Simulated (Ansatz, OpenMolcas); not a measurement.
**HNO3 (peroxynitrous acid): from total energies to a heat of formation**

The species is HNO3 (5 atoms), meant as a singlet with charge 0. SMILES: `O=NOO`. The shape is that of a PBE0-D4/def2-TZVP optimisation. This is one conformer, not always the lowest.

```xyz
5

O     0.1363   -0.8353    0.9791
N    -0.8718   -0.6283    0.4008
O    -0.7751    0.2885   -0.5890
O     0.5086    0.8269   -0.7476
H     1.0019    0.3482   -0.0433
```

Total energies at BLYP/6-311+G** (OpenMolcas 26.06); the atoms run unrestricted:

```tsv
species	state	energy (Eh)
HNO3	singlet	-280.917114
O	triplet	-75.079267
N	quartet	-54.586427
H	doublet	-0.497555
```

Harmonic wavenumbers at PBE0-D4/def2-TZVP, in cm⁻¹: 399, 406, 542, 786, 892, 1010, 1464, 1700, 3499.

Measured heats of formation of the gaseous atoms at 298.15 K, in kJ/mol: O 249.2, N 472.4, H 218.0. Spin-orbit lowering of the atoms at 298 K (mean of the ground term's levels less their thermal mean, from spectra), in kJ/mol: O 0.40. Take 1 Eh = 2625.50 kJ/mol, 1 cm⁻¹ = 0.0119627 kJ/mol, RT = 2.479 kJ/mol.

**Question.** Work out the heat of formation of the gas at 298 K.

**Answer.** 
1. Electronic atomisation energy: 3 × (-75.079267) + (-54.586427) + (-0.497555) − (-280.917114) = 0.595331 Eh = 1563.0 kJ/mol.
2. Zero-point energy: half the sum of the wavenumbers, 5349 cm⁻¹ = 64.0 kJ/mol.
3. Thermal vibrational enthalpy, Σ hcν̃/(exp(hcν̃/kT) − 1): 2.6 kJ/mol. Translation, rotation and pV of a non-linear molecule: 4 RT = 9.9 kJ/mol.
4. The 5 free atoms carry 5/2 RT each: 31.0 kJ/mol.
5. Spin-orbit coupling lowers the free atoms by 3 × 0.40 = 1.2 kJ/mol.
6. Atomisation enthalpy at 298 K: 1563.0 − 1.2 − 64.0 − 2.6 − 9.9 + 31.0 = 1516.3 kJ/mol.
7. Sum of the atoms' heats of formation: 1438.0 kJ/mol. Heat of formation: 1438.0 − 1516.3 = -78.3 kJ/mol.

The tabulated value is -12.8 kJ/mol (Active Thermochemical Tables), so this level is off by -65.5 kJ/mol, or 4.5 % of the atomisation enthalpy. Gradient-corrected functionals often overbind somewhat. Anharmonicity and any spin-orbit splitting of the molecule are left out.
